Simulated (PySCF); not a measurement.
**Unknown compound**

The spectra below were simulated for a compound C$_{6}$H$_{12}$.

1H NMR (400 MHz, computed): δ 2.12 (m, 2H), 1.57 (m, 4H), 1.07 (m, 6H).

13C{1H} NMR (computed): δ 36.7 (CH2, 2C), 27.2 (CH, 2C), 23.0 (CH3, 2C).

- J couplings at B3LYP/pcJ-1 (without the spin–dipole term)
- GIAO PBE0/pcSseg-1 shieldings
- geometry from PBE0-D3(BJ)/def2-SVP
- program: PySCF
- non-relativistic, single conformer, no solvent model, equivalent nuclei averaged

Scale: TMS for 1H (σ = 31.27 ppm) and 13C (σ = 184.41 ppm) (reference shieldings calculated alike).

Problem. Which of these isomers gave the spectra?
A. C[C@H]1C[C@H](C)C1
B. C/C=C/CCC
C. CC1(C)CCC1

Solution. A. 

Rings plus π bonds: 1 (1 ring in the answer). 3 carbon signals for 6 carbons: some carbons are equivalent by symmetry or fast rotation. Carbon types of the structure: 2 × CH, 2 × CH2, 2 × CH3, which accounts for all hydrogens. δC 36.7: sp3 CH2 in a ring; saturated and bonded to C and H only. δC 27.2: sp3 CH in a ring; a saturated carbon with 3 carbon neighbours and no heteroatom attached. δC 23.0: methyl carbon; a saturated carbon with 1 carbon neighbour and no heteroatom attached. δH 1.57: hydrogen on an sp3 CH2 in a ring; far from electronegative atoms and π systems. δH 1.07: hydrogen on a methyl carbon; far from electronegative atoms and π systems.

The others: CC1(C)CCC1 would give 4 carbon signals, not 3; C/C=C/CCC would give 6 carbon signals, not 3.

Splittings below 1 Hz are ignored in the labels, and close J values are merged. Couplings among chemically equivalent protons are left out too, so labels in AA′BB′ or AA′XX′ sets are apparent multiplicities. Unscaled 3J(H,H) at this level run about 10 % above measured values. Shifts are as computed. Against solution values, carbons near 30 ppm lie about +2 ppm off and those near 130 ppm about +5 ppm. Of 1211 compounds with measured shifts, 218 miss one by over three times the rms of a fit or turn the order of signals round; such compounds aren't used in these exercises. 3J across rotatable bonds or in flexible rings reflects this conformer alone.
